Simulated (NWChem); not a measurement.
Correlation energy of nitrogen dioxide (NO₂)

SMILES: [O]N=O
```xyz
3

O     -1.0994     0.0000     0.1399
N      0.0000     0.0000    -0.3199
O      1.0994     0.0000     0.1399
```
Charge 0, spin multiplicity 2.

Program: NWChem. All single points use one geometry, from UB3LYP/def2-SVP, a minimum by its harmonic frequencies.

Basis set: def2-SVP. Each correlation energy counts from its own Hartree-Fock reference.

The correlated methods keep 3 core orbitals frozen. The unpaired electrons of the parent sit in orbitals of symmetry a1 (C2v labels of the run); other states weren't searched. No SCF solution was tested for a lower state. Open-shell Hartree-Fock references start from PBE0 orbitals. Coupled-cluster values serve here as a point of comparison, not as the truth.

For the correlation energy, UMP2 gives -539.8 mHa and SCS-UMP2 gives -513.8 mHa. What do CCSD on UHF, CCSD[T] on UHF, CCSD(T) on UHF give?

CCSD on UHF: -531.6 mHa; CCSD[T] on UHF: -558.6 mHa; CCSD(T) on UHF: -555.4 mHa.
